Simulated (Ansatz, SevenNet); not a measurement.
For hcp Cd, the machine-learned potential SevenNet-l3i5 (trained on PBE and PBE+U data) gives:

| Property | Value |
|---|---|
| equilibrium lattice constant a | 3.038 Å |
| c axis length | 5.767 Å |

Task: What does r²SCAN-D4 (Ansatz, an electronic-structure program, PAW) give for the same quantities?

Result: 
- lattice constant a: 2.960 Å (shrinks by 2.6 %)
- lattice parameter c: 5.678 Å (shrinks by 1.5 %)

For comparison: lattice constant a 2.979 Å (measured, 293 K, no zero-point or thermal correction; as tabulated in Wikipedia's data pages); lattice parameter c 5.617 Å (measured, 293 K, no zero-point or thermal correction; as tabulated in Wikipedia's data pages).

Changes are worked out from the printed values.

Unless a cell is named, each level is at its own relaxed cell (SevenNet-l3i5 23.05, r²SCAN-D4 21.55 Å³/atom).

Ansatz's density-functional and Hartree–Fock values are scalar-relativistic unless marked +SOC, with PAW data made under PBE.
